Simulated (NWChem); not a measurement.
# Ionisation of allene (C₃H₄)

SMILES: C=C=C
```xyz
7

C      0.0000     0.0000     1.3078
C      0.0000     0.0000     0.0000
C      0.0000     0.0000    -1.3078
H      0.0000    -0.9368     1.8749
H      0.0000     0.9368     1.8749
H      0.9368     0.0000    -1.8749
H     -0.9368     0.0000    -1.8749
```
Charge 0, spin multiplicity 1.

All runs are NWChem calculations. Structure: optimised with PBE0/def2-SVP, a minimum by its harmonic frequencies.

Basis set: def2-TZVP. The species with one electron less has spin multiplicity 2 and keeps the geometry of the parent. Δ marks differences of total energies (open shells unrestricted). −ε marks an orbital energy of the parent. That orbital need not have the symmetry of the hole or added electron in the Δ rows.

The correlated methods keep 3 core orbitals frozen. No SCF solution was tested for a lower state.

One of these methods gave a first vertical ionisation energy of 10.08 eV. Which?
(A) −ε(HOMO) of r2SCAN
(B) G0W0@PBE
(C) −ε(HOMO) of HF
(D) ΔB2PLYP

D, ΔB2PLYP. The others give 9.69 (G0W0@PBE), 6.74 (−ε(HOMO) of r2SCAN), 10.29 (−ε(HOMO) of HF).
